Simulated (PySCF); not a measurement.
C₃H₃F.
SMILES with atom numbers: `[CH:1]#[C:2][CH2:3][F:4]`

Cartesian coordinates in Å at the GFN2-xTB level; atoms count from 1:
```
atom  x, y, z in Å
C1     1.7060    0.1634    0.0295
C2     0.5223   -0.0087    0.0099
C3    -0.9192   -0.1531   -0.0176
F4    -1.5406    1.0724   -0.1111
H5     2.7468    0.2929    0.0475
H6    -1.2333   -0.7380   -0.8913
H7    -1.2787   -0.6241    0.9060
```

A calculation gives these core lines: C 1s: 290.91 (area 1), 291.22 (area 1), 294.19 (area 1) eV; F 1s: 692.60 eV.

Level of theory: delta-SCF UKS SCAN, pcX-2 on the ionised atom, pcseg-1 elsewhere, spin-free X2C in PySCF. Geometry: GFN2-xTB; no solvent, vibrations or thermal averaging.

(1) Order the carbon atoms by C 1s binding energy.

## Answers

(1) 290.91 eV: C1 (terminal alkyne carbon); 291.22 eV: C2 (alkyne carbon); 294.19 eV: C3 (sp3 C–F carbon). Lowest listed C 1s: C1, bonded to C (triple bond) and H. Highest, 3.28 eV above it: C3, bonded to F, C and 2 H.

Bonded neighbours of each site: C1: C (triple bond) and H; C2: C (triple bond) and C; C3: F, C and 2 H; F4: C.

Task: What is the longest wavelength that can ionise F 1s of F4 vertically?

Result: λ = hc/E = 12398.42 eV Å / 692.60 eV = 17.901 Å.

Spin contamination (⟨S²⟩ against 0.75 for a pure doublet) is marked for C 1s of C2 (0.85), which makes this value less certain.

On one thread, x86-64 server (shared host), this took 7.1 s.
